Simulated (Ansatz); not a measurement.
Eight cases of proton affinity with Al to Br (electronic energies, kcal/mol), geometries: B3LYP-D3(BJ)/def2-TZVP. Functionals by Ansatz (an electronic-structure program) in def2-TZVPD; columns hold the difference against the high level (Ansatz, AFQMC by cisd_afqmc): A = CCSD(T)/CBS(cc-pV(Q+d)Z,cc-pV(5+d)Z) + [CCSDT(Q) - CCSD(T)]/cc-pV(Q+d)Z + [CCSDTQ - CCSDT(Q)]/cc-pV(D+d)Z + core + X2C; B = CCSD(T)/CBS(cc-pV(Q+d)Z,cc-pV(5+d)Z) + [CCSDT(Q) - CCSD(T)]/cc-pV(T+d)Z + [CCSDTQ - CCSDT(Q)]/cc-pV(D+d)Z + core + X2C; C = CCSD(T)/CBS(cc-pV(Q+d)Z,cc-pV(5+d)Z) + [CCSDT(Q) - CCSD(T)]/cc-pV(T+d)Z + core + X2C; D = CCSD(T)/CBS(cc-pV(T+d)Z,cc-pV(Q+d)Z) + [CCSDT(Q) - CCSD(T)]/cc-pV(D+d)Z + core + X2C; E = CCSD(T)/CBS(cc-pV(T+d)Z,cc-pV(Q+d)Z) + [CCSDT(Q) - CCSD(T)]/cc-pV(T+d)Z + core + X2C; F = CCSD(T)/CBS(cc-pVQZ,cc-pV5Z) + [CCSDT(Q) - CCSD(T)]/cc-pVQZ + [CCSDTQ - CCSDT(Q)]/cc-pVDZ. The cases were drawn at random from those of this class that have a high level and all functionals, leaving out states under which another spin lies or may lie, and taking only the site that wB97M-V puts lowest (within 1 kcal/mol, all sites compared). Left out are anions, K, Ca, elements past Kr, ionisation of Li, Na and Mg, pi-pi* triplets of linear molecules and other triplets made from a closed-shell parent. Runs that doubt their state, and full CI more than 15 mEh from coupled cluster, are set aside; a case stays where another high level and all functionals remain. AFQMC serves as high level only in triple zeta or larger, with a steady walk, a bar under 0.8 kcal/mol and agreement with other high levels or trials where they ran; where none ran, an unstable determinant or (outside 3d species) a high T1 diagnostic also bars it, so strongly correlated cases are thinned. No case was kept or dropped by the size of a functional's miss. Each difference is the functional minus the high level; affinities count positive where energy is released, gaps as the second state minus the first. Open shells are spin-unrestricted; no spin-orbit coupling. Correlated methods leave the cores frozen (noble-gas shells, and filled d and f shells in the p block). Rows without X2C or -DK are non-relativistic. CBS(X,Y): correlation extrapolated as X^-3, Hartree-Fock from the larger set (Q,5: extrapolated as (X+1)exp(-9√X)). A bracket is a step between two methods taken in the basis named. The functionals are non-relativistic, so their misses hold any scalar relativity. 'core' is core correlation in cc-pwCVTZ (1s frozen past Ne), 'X2C' scalar relativity in cc-pVTZ-DK, both at CCSD(T). The T1 diagnostic of H2OSi (O=[SiH2], singlet) reaches 0.025 in the sets run. The restricted determinant of CH2S (C=S, singlet) is unstable towards broken spin symmetry in at least one set run.

| case | level | value |
|---|---|---|
| AsH3 (SMILES [AsH3]) + H+ → AsH4+ (SMILES [AsH4+]) | F | 186.7 |
| COS (SMILES O=C=S) + H+ → CHOS+ (SMILES O=C=[SH+]) | C | 153.2 |
| HOCl (SMILES OCl) + H+ → H2OCl+ (SMILES Cl[OH2+]) | C | 158.7 |
| SiPH5 (silylphosphane, SMILES [SiH3]P) + H+ → SiPH6+ (SMILES [PH3+][SiH3]) | E | 204.0 |
| C2H6S (methylsulfanylmethane, SMILES S(C)C) + H+ → C2H7S+ (SMILES C[SH+]C) | D | 203.8 |
| PH3 (phosphane, SMILES P) + H+ → PH4+ (SMILES [PH4+]) | A | 192.5 |
| CH2S (SMILES S=C) + H+ → CH3S+ (SMILES C=[SH+]) | B | 188.4 |
| H2SiO (oxosilane, SMILES O=[SiH2]) + H+ → H3SiO+ (SMILES [OH+]=[SiH2]) | B | 206.1 |

Problem. Predict the difference of PBE, r2SCAN, wB97M-V for each case and sum up.

Solution. 
| case | PBE | r2SCAN | wB97M-V |
|---|---|---|---|
| AsH3 (SMILES [AsH3]) + H+ → AsH4+ (SMILES [AsH4+]) | -3.2 | -1.4 | -4.1 |
| COS (SMILES O=C=S) + H+ → CHOS+ (SMILES O=C=[SH+]) | -2.2 | -2.7 | -1.6 |
| HOCl (SMILES OCl) + H+ → H2OCl+ (SMILES Cl[OH2+]) | -1.8 | -1.7 | -1.5 |
| SiPH5 (silylphosphane, SMILES [SiH3]P) + H+ → SiPH6+ (SMILES [PH3+][SiH3]) | -1.4 | 0.4 | -2.8 |
| C2H6S (methylsulfanylmethane, SMILES S(C)C) + H+ → C2H7S+ (SMILES C[SH+]C) | 0.6 | 2.0 | -2.2 |
| PH3 (phosphane, SMILES P) + H+ → PH4+ (SMILES [PH4+]) | -2.2 | 0.4 | -3.7 |
| CH2S (SMILES S=C) + H+ → CH3S+ (SMILES C=[SH+]) | 0.3 | 1.7 | -1.5 |
| H2SiO (oxosilane, SMILES O=[SiH2]) + H+ → H3SiO+ (SMILES [OH+]=[SiH2]) | -3.0 | -0.4 | -0.5 |
PBE: mean -1.6, mean absolute 1.8, median absolute 2.0, largest -3.2; r2SCAN: mean -0.2, mean absolute 1.3, median absolute 1.5, largest -2.7; wB97M-V: mean -2.2, mean absolute 2.2, median absolute 1.9, largest -4.1 kcal/mol. PBE lies above in 2 and below in 6 of the eight.
